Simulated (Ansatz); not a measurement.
## SiH2SF (SMILES F[SiH]S): methods side by side

SiH2SF: 5 atoms, total charge 0, spin state doublet. As SMILES, `F[SiH]S`. Geometry: relaxed at PBE0-D4/def2-TZVP. This is one conformer, not always the lowest.

Each level gives the vertical energy of the quartet above the doublet (eV). The values are calculated.

| level | kind | program | value (eV) |
| --- | --- | --- | --- |
| UHF/STO-3G | Hartree–Fock | Ansatz | 8.16 |
| U-wB97M-V/STO-3G | range-separated hybrid | Ansatz | 8.70 |
| U-wB97X/STO-3G | range-separated hybrid | Ansatz | 8.55 |
| UB2PLYP/STO-3G | double hybrid | Ansatz | 8.59 |
| UMP2/STO-3G | perturbation theory | Ansatz | 8.59 |
| UBCCD(T)/STO-3G | coupled cluster or CI | Ansatz | ? |
| UCCSD/STO-3G | coupled cluster or CI | Ansatz | ? |
| UCCSDT/STO-3G | coupled cluster or CI | Ansatz | 8.62 |
| FCI/STO-3G | exact in the basis | Ansatz | 8.62 |

(1) Estimate the missing values from the other rows.

Answers

(1) As computed at these levels: UBCCD(T)/STO-3G: 8.63 eV; UCCSD/STO-3G: 8.61 eV. The values span 8.16 to 8.70 eV. All rows use very small basis sets, so even the best lies far from the true value.
